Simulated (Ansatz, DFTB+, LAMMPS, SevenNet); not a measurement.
## Ladder of methods for the lattice constant a of hcp Ru

Reference value: 2.706 Å (measured, 293 K, no zero-point or thermal correction, our sources range from 2.700 to 2.706; as tabulated in Wikipedia's data pages).

Question: What do Lennard-Jones uff-vdw, GFN1-xTB as cut by DFTB+, SevenNet-l3i5, PBE, r²SCAN give, and how far is each from the reference?

Answer: 
```csv
level (code),value (Å),difference (%)
Lennard-Jones uff-vdw (LAMMPS),2.879,+6.39
GFN1-xTB as cut by DFTB+,2.744,+1.40
SevenNet-l3i5,2.734,+1.03
PBE (Ansatz),2.722,+0.59
r²SCAN (Ansatz),2.704,-0.07
```

Leaving aside Lennard-Jones uff-vdw (doubt noted below): The reference is not for a static lattice or low temperature, so close values are not ranked against it. Off by more than 1.25 %, or 1.75 % on the side where a correction would as a rule narrow the miss (bounds picked here): GFN1-xTB as cut by DFTB+ (+1.40 %).

The measured value isn't corrected to a static lattice, so vibrations enter the comparison.  Lennard-Jones uff-vdw: this is a force field's van der Waals term alone, without bonds or charges. GFN1-xTB as cut by DFTB+: the method was fitted mainly to molecules. GFN1-xTB as cut by DFTB+: codes differ in how they cut the long-range tail of xTB's charge interaction in a crystal, so the value belongs to this code. Cutoffs differ between the levels. Ansatz's density-functional and Hartree–Fock values are scalar-relativistic unless marked +SOC, with PAW data made under PBE.

Machine-learned potentials (SevenNet-l3i5) are trained on DFT data: a solid inside that data is no test of them.

Differences are worked out from the printed values.

Ansatz is a quantum-chemistry and plane-wave program.
